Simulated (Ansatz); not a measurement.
# What a trial cell of Sr2Sc relaxes into

These are results of DFT PBE, scalar-relativistic, plane waves, PAW in Ansatz, not measurements.

The start puts Sr2Sc on the cubic Laves (C15) structure type (Fd-3m, No. 227), with Sc in place of Mg, Sr in place of Cu, at a guessed volume.

The final relaxation ran on this input, with the default PAW datasets:

```yaml
crystal:
  lattice:
    - [0.0, 5.0296447816, 5.0296447816]
    - [5.0296447816, 0.0, 5.0296447816]
    - [5.0296447816, 5.0296447816, 0.0]
  atoms:
    - { symbol: Sr, position: [0.125, 0.125, 0.125] }
    - { symbol: Sr, position: [0.625, 0.125, 0.125] }
    - { symbol: Sr, position: [0.125, 0.125, 0.625] }
    - { symbol: Sr, position: [0.125, 0.625, 0.125] }
    - { symbol: Sc, position: [0.5, 0.5, 0.5] }
    - { symbol: Sc, position: [0.75, 0.75, 0.75] }
basis:
  ecutwfc: 420
kpoints:
  mp_grid: { grid: [8, 8, 8] }
hamiltonian:
  xc: pbe
scf:
  occupations: { method: gaussian, width: 0.1 }
output:
  forces: true
  stress: true
  eigenvalues: true
relax:
  adjacent_minimum: "off"
  f_tol: 0.01
  max_steps: 80
  cell: { stress_tol: 0.05 }
```

Launched as:

```bash
ansatz run input.yaml --threads 1 --pin off --max-ram 2560MiB --backend cpu --events-out ev --progress --plain --runs-dir out
```

It took 67 s on 1 thread of Arm Neoverse V1 (shared host), peak memory 0.57 GiB.

The program printed at the end:

```
SCF converged after 10 iterations
Free energy (F): -18444.479455 eV
Harris-Foulkes:  -18444.479455 eV  (|F-HF|=3.64e-12)
Internal energy: -18444.385068 eV  (E = F + TS)
E sigma→0 (E₀):  -18444.432261 eV
Entropy (-TS):   -0.094387 eV (-15.731 meV/atom)
Fermi energy:    6.103213 eV
--- Per-component energies (eV) ---
  E_band       = -918.007415
  E_kinetic    = 1486.144466
  E_local      = -4969.897282  (includes V_loc(G=0)·N_el)
  E_nonlocal   = 976.649184
  E_hartree    = 1437.872964
  E_xc         = -892.311635
  E_vxc        = -893.732715  (∫ρ·V_xc dr)
  E_paw        = -12688.838579  (= ΣΔE_a)
  E_vpaw       = -392.917000  (= ΣTr[D̂ρ^β])
  E_aug_tail   = 0.000015  (compensation charges beyond the density's cutoff)
  E_ewald      = -3794.004201
  E_smearing   = -0.094387  (= −TS)
  E_closure    = 0.000000  (closes the sum)
  Σ components = -18444.479455   (vs F -18444.479455, Δ=0.00e0)
--- Forces (eV/Å), atoms counted from 1 ---
  atom   1  Sr     0.00000000     0.00000000     0.00000000
  atom   2  Sr     0.00000000     0.00000000     0.00000000
  atom   3  Sr     0.00000000     0.00000000     0.00000000
  atom   4  Sr     0.00000000     0.00000000     0.00000000
  atom   5  Sc     0.00000000     0.00000000     0.00000000
  atom   6  Sc     0.00000000     0.00000000     0.00000000
  max |Σ_I F_I| component: 1.45e-18 eV/Å
--- Stress (GPa, compression-positive) ---
        0.035771       0.000000       0.000000
        0.000000       0.035771       0.000000
        0.000000       0.000000       0.035771
  P = ⅓ Tr σ = 0.0358 GPa (0.358 kbar)
--- Relaxed structure (2 steps of the walk, 2 accepted, 1 SCFs on fresh bases) ---
  F+E_penalty+E_count = -18444.47945463 eV   max|allowed force component| = 6.409e-18 eV/Å   (the final SCF, on the basis selected at the relaxed cell)
  cell:  # Å, volume = 254.9588 Å³
    - [0.000000, 5.032842, 5.032842]
    - [5.032842, 0.000000, 5.032842]
    - [5.032842, 5.032842, 0.000000]
  atoms:
    - { symbol: Sr, position: [0.125000, 0.125000, 0.125000] }
    - { symbol: Sr, position: [0.625000, 0.125, 0.125] }
    - { symbol: Sr, position: [0.125000, 0.125000, 0.625000] }
    - { symbol: Sr, position: [0.125, 0.625000, 0.125] }
    - { symbol: Sc, position: [0.500000, 0.500000, 0.500000] }
    - { symbol: Sc, position: [0.750000, 0.750000, 0.750000] }
```

Absolute energies hang on the potentials; compare differences alone.

The result has space group Fd-3m (No. 227). Around Sr lie 6 Sr at 3.56 Å and 6 Sc at 4.17 Å; Sc has 12 Sr at 4.17 Å and 4 Sc at 4.36 Å.

Against the elements it lies at 0.68 eV/atom. The zero of energy is the elements' standard structures at the same level; no fitted shifts are applied.

The k mesh leaves about 4 meV/atom of noise in metals.

Symmetry constrained the relaxation, so the result can be a saddle point.